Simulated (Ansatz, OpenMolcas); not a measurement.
# Heat of formation of ClF (chlorine monofluoride) from total energies

ClF: 2 atoms, total charge 0, spin state singlet. SMILES: `FCl`. The coordinates come from a PBE0-D4/def2-TZVP relaxation.

```tsv
atom	x (Å)	y (Å)	z (Å)
F	0.0000	0.0000	0.0313
Cl	0.0000	0.0000	1.6510
```

Total energies at M06-L/cc-pVTZ (OpenMolcas 26.06); the atoms run unrestricted:

```tsv
species	state	energy (Eh)
ClF	singlet	-559.984602
F	doublet	-99.743769
Cl	doublet	-460.146217
```

Harmonic wavenumbers at PBE0-D4/def2-TZVP, in cm⁻¹: 824.

Measured heats of formation of the gaseous atoms at 298.15 K, in kJ/mol: F 79.4, Cl 121.3. Spin-orbit lowering of the atoms at 298 K (mean of the ground term's levels less their thermal mean, from spectra), in kJ/mol: F 1.29, Cl 3.44. Take 1 Eh = 2625.50 kJ/mol, 1 cm⁻¹ = 0.0119627 kJ/mol, RT = 2.479 kJ/mol.

Question: What heat of formation follows?

Answer: 
1. Electronic atomisation energy: (-99.743769) + (-460.146217) − (-559.984602) = 0.094616 Eh = 248.4 kJ/mol.
2. Zero-point energy: half the sum of the wavenumbers, 412 cm⁻¹ = 4.9 kJ/mol.
3. Thermal vibrational enthalpy, Σ hcν̃/(exp(hcν̃/kT) − 1): 0.2 kJ/mol. Translation, rotation and pV of a linear molecule: 3.5 RT = 8.7 kJ/mol.
4. The 2 free atoms carry 5/2 RT each: 12.4 kJ/mol.
5. Spin-orbit coupling lowers the free atoms by 1.29 + 3.44 = 4.7 kJ/mol.
6. Atomisation enthalpy at 298 K: 248.4 − 4.7 − 4.9 − 0.2 − 8.7 + 12.4 = 242.3 kJ/mol.
7. Sum of the atoms' heats of formation: 200.7 kJ/mol. Heat of formation: 200.7 − 242.3 = -41.6 kJ/mol.

The tabulated value is -55.7 kJ/mol (Active Thermochemical Tables), so this level is off by +14.1 kJ/mol, or 5.5 % of the atomisation enthalpy. Anharmonicity and any spin-orbit splitting of the molecule are left out.
